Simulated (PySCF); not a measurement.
Cyclobutanone, C4H6O.
Atom-mapped SMILES: `[O:1]=[C:2]1[CH2:3][CH2:4][CH2:5]1` (hydrogens: H6, H7 on C3; H8, H9 on C4; H10, H11 on C5)

Geometry (PBE0-D3(BJ)/def2-TZVP, Å), atoms numbered from 1 in this order:
```xyz
11
C4H6O angstrom
O      0.029   -1.842   -1.455
C      0.014   -0.918   -0.701
C     -1.093   -0.026   -0.147
C      0.000    0.813    0.560
C      1.097   -0.157    0.057
H     -1.688    0.478   -0.911
H     -1.773   -0.564    0.518
H      0.097    1.824    0.167
H     -0.097    0.869    1.643
H      1.880    0.263   -0.578
H      1.573   -0.765    0.831
```

Computed, not measured: PBE0-D3(BJ)/def2-TZVP geometry optimisation, gas phase (PySCF 2.14.0).

Masses are those of the commonest isotopes; rigid-rotor values at the optimised geometry. 

**Question.** Give the principal moments of inertia and the rotational constants in MHz.

**Answer.** Ia = 46.14, Ib = 104.15, Ic = 140.68 u·Å²; 505379 MHz·u·Å²/I gives A = 10954, B = 4852, C = 3592 MHz.

**Question.** What kind of rotor is it?

**Answer.** An asymmetric top: κ = (2 × 4852 − 10954 − 3592)/(10954 − 3592) = -0.66.

**Question.** What does the inertial defect say?

**Answer.** Not planar: Δ = Ic − Ia − Ib = -9.60 u·Å². For a rigid frame Δ = −2 Σ m c², so Σ m c² = 4.80 u·Å² lies off the ab plane: 4.75 from hydrogen and 0.05 from heavier atoms. The atom farthest from that plane is 0.98 Å away.

**Question.** Give the other two planar moments, Paa and Pbb, and the rms extents of the mass along the axes.

**Answer.** Paa = Σ m a² = (Ib + Ic − Ia)/2 = 99.35 and Pbb = Σ m b² = (Ia + Ic − Ib)/2 = 41.33 u·Å². With the mass M = 70.04 u, the rms extents √(P/M) along a, b and c are 1.19, 0.77, 0.26 Å.

**Question.** List the rotational levels J(Ka,Kc) to J = 4 (cm⁻¹).

**Answer.** Above 0(0,0):
J = 1: 1(0,1) 0.2817, 1(1,1) 0.4852, 1(1,0) 0.5273
J = 2: 2(0,2) 0.8392, 2(1,2) 1.0066, 2(1,1) 1.1326, 2(2,1) 1.7433, 2(2,0) 1.7491
J = 3: 3(0,3) 1.6615, 3(1,3) 1.7851, 3(1,2) 2.0368, 3(2,2) 2.5883, 3(2,1) 2.6169, 3(3,1) 3.7145, 3(3,0) 3.7151
J = 4: 4(0,4) 2.7354, 4(1,4) 2.8175, 4(1,3) 3.2342, 4(2,3) 3.7105, 4(2,2) 3.7918, 4(3,2) 4.8516, 4(3,1) 4.8552, 4(4,1) 6.4143, 4(4,0) 6.4143

**Question.** Which lines would a microwave search look for?

**Answer.** The dipole components are |μa| = 2.98 D, |μb| = 0.00 D, |μc| = 0.09 D. The squared components, which scale the intensities, stand as 1.00 : 0.00 : 0.00 (a : b : c). Some lines, for components of 0.1 D or more:

```json
{"type": "a", "branch": "Q", "J(Ka,Kc)": "3(2,1) ← 3(2,2)", "MHz": "857", "lower level (cm⁻¹)": "2.588"}
{"type": "a", "branch": "Q", "J(Ka,Kc)": "1(1,0) ← 1(1,1)", "MHz": "1260", "lower level (cm⁻¹)": "0.485"}
{"type": "a", "branch": "Q", "J(Ka,Kc)": "2(1,1) ← 2(1,2)", "MHz": "3780", "lower level (cm⁻¹)": "1.007"}
{"type": "a", "branch": "Q", "J(Ka,Kc)": "3(1,2) ← 3(1,3)", "MHz": "7544", "lower level (cm⁻¹)": "1.785"}
{"type": "a", "branch": "R", "J(Ka,Kc)": "1(0,1) ← 0(0,0)", "MHz": "8445", "lower level (cm⁻¹)": "0.000"}
{"type": "a", "branch": "R", "J(Ka,Kc)": "2(1,2) ← 1(1,1)", "MHz": "15629", "lower level (cm⁻¹)": "0.485"}
{"type": "a", "branch": "R", "J(Ka,Kc)": "2(0,2) ← 1(0,1)", "MHz": "16713", "lower level (cm⁻¹)": "0.282"}
{"type": "a", "branch": "R", "J(Ka,Kc)": "2(1,1) ← 1(1,0)", "MHz": "18149", "lower level (cm⁻¹)": "0.527"}
{"type": "a", "branch": "R", "J(Ka,Kc)": "3(1,3) ← 2(1,2)", "MHz": "23341", "lower level (cm⁻¹)": "1.007"}
{"type": "a", "branch": "R", "J(Ka,Kc)": "3(0,3) ← 2(0,2)", "MHz": "24652", "lower level (cm⁻¹)": "0.839"}
{"type": "a", "branch": "R", "J(Ka,Kc)": "3(2,2) ← 2(2,1)", "MHz": "25334", "lower level (cm⁻¹)": "1.743"}
{"type": "a", "branch": "R", "J(Ka,Kc)": "3(2,1) ← 2(2,0)", "MHz": "26015", "lower level (cm⁻¹)": "1.749"}
{"type": "a", "branch": "R", "J(Ka,Kc)": "3(1,2) ← 2(1,1)", "MHz": "27105", "lower level (cm⁻¹)": "1.133"}
```

PBE0-D3(BJ)/def2-TZVP frequencies: not computed here. Zero-point vibration and centrifugal distortion are left out.
